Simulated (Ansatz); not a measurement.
System: fcc Cu. Method: PBEsol in Ansatz (plane waves, PAW).

A relaxed, unreconstructed slab of the (221) face has 18 atoms, two equal faces of 19.048 Å² each and an energy of -118593.5499 eV. A bulk cell of 18 atoms with the same orientation and in-plane k mesh has -118597.9595 eV. Energies are extrapolated to zero smearing.

Run with plane-wave cutoff 500 eV, 8×22×1 k mesh (along the axes of the cell as run), Fermi–Dirac smearing 0.1 eV, scalar-relativistic PAW data made under PBE.

Worked out: γ = (E_slab − N E_bulk per atom)/2A = [-118593.5499 − 18 × (-118597.9595/18)]/(2 × 19.048) = 0.1157 eV/Å². With 16.022 J/m² per eV/Å² this is 1.85 J/m², or 2.20 eV per surface cell and face.

Ansatz is an electronic-structure program.
